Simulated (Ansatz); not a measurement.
# Match the barriers

Saddle point of SiPH7S, closed shell (SiH₄S ([SiH3][SH]) + PH₃ → SiPH₅ ([SiH3][PH2]) + H₂S; bonds formed: Si1–P7, S2–H6; bonds broken: Si1–S2, H6–P7), PBE0-D4/def2-TZVP structure:

Si1  (-0.713, 0.747, -0.571)
S2  (0.148, 0.863, 1.716)
H3  (-0.197, 0.495, -1.951)
H4  (-0.677, 2.245, -0.553)
H5  (-2.111, 0.337, -0.315)
H6  (0.280, -0.436, 0.906)
P7  (0.099, -1.692, -0.502)
H8  (1.359, 1.244, 1.277)
H9  (1.477, -1.459, -0.754)
H10  (0.334, -2.344, 0.746)
(Å)

Program: Ansatz 0.2.0. Basis: def2-TZVPP, with def2-QZVPP for the basis limit. Cores are frozen in the correlated methods. Extrapolation: Hartree–Fock as exp(−7.88 √X), correlation as X^−2.97. Four methods, as single points on the PBE0-D4 structures, gave these electronic barriers from the start structure: 2.102, 2.384, 2.948, 3.707 eV.

Question: The methods were, in alphabetical order, BHLYP-D4, HF, PBE-D4, PBE0-D4. Which gave which? (Judge from chemistry; the calculation decides.)

Answer: Computed: PBE-D4 2.102; PBE0-D4 2.384; BHLYP-D4 2.948; HF 3.707 eV. For comparison, CCSD(T) at an estimated basis limit (MP2 extrapolated from triple and quadruple zeta, plus CCSD(T) − MP2 in triple zeta) gives 2.705 eV.

No T1 diagnostic of these runs exceeds 0.015.

Labels in which every atom is bracketed show which atoms are joined, not bond orders.

For scale, one of the runs: CCSD(T)/def2-TZVPP, 224 basis functions, launched by `ansatz run in.yaml --threads 4 --pin off --events-out ev --progress --plain --max-ram 9574MiB`. Hardware: 4 CPU threads of an Intel Xeon, shared host. Wall time 59 s; peak host memory 3.2 GiB.
